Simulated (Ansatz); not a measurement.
Geometry optimisation, Ansatz 0.2.0, RKS B3LYP-D4/def2-SVP.

Input file:

```yaml
crystal:
  periodic: [false, false, false]
  atoms:
    - { symbol: B, position_ang: [0.0, 0.0, 0.0] }
    - { symbol: H, position_ang: [0.0, 0.0, 1.54] }
    - { symbol: H, position_ang: [1.0305, 0.0, -0.595] }
    - { symbol: F, position_ang: [-1.1431, 0.0, -0.66] }
    - { symbol: P, position_ang: [0.0924, -2.0952, 0.6969] }
    - { symbol: H, position_ang: [-0.6759, -2.9172, -0.1694] }
    - { symbol: H, position_ang: [1.442, -2.5368, 0.6936] }
    - { symbol: H, position_ang: [0.0385, -0.8732, 1.6712] }
basis:
  gaussian: { orbitals: def2-SVP }
hamiltonian:
  xc: b3lyp
  dispersion: d4
relax:
  f_tol: 0.15
  max_steps: 25
  restrain:
    - { distance: [0, 4], at: 1.91, k: 30.0 }
    - { distance: [7, 1], at: 0.66, k: 30.0 }
    - { distance: [0, 1], at: 2.39, k: 30.0 }
    - { distance: [7, 4], at: 2.62, k: 30.0 }
```

Run as:

```bash
$ ansatz run input.yaml --threads 1 --pin off --max-ram 2048MiB --backend cpu --events-out ev --progress --plain --runs-dir out
```

Task: Where does it end, and by what steps?

Result: The run converged. The restraints hold the end off the free minimum. After 9 steps the energy has fallen by 3.109 eV (the restraints' own energy left out); H8 moved furthest, 0.81 Å. Parted: P5–H8 (1.56 → 2.63 Å).

```csv
step,energy less start (eV),largest force component (eV/Å),accepted
0,0.0000,3.721,yes
1,-0.3454,4.998,yes
2,-1.1598,4.675,yes
3,-2.0937,3.445,yes
4,-2.7103,1.247,yes
5,-2.9763,1.513,yes
6,-3.0539,1.490,yes
7,-3.0767,1.633,yes
8,-3.0947,1.814,yes
9,-3.1088,1.781,yes
```

```xyz
8
Properties=species:S:1:pos:R:3
B 0.100 -0.606 -0.194
H -0.102 0.506 1.920
H 1.079 0.094 -0.256
F -1.046 -0.125 -0.663
P 0.155 -2.347 0.604
H -0.699 -3.005 -0.330
H 1.387 -2.746 0.007
H -0.090 -0.192 2.090
```

Run time: 24 s on 1 thread of Arm Neoverse V1, with other jobs on the host, peak memory 0.14 GiB.
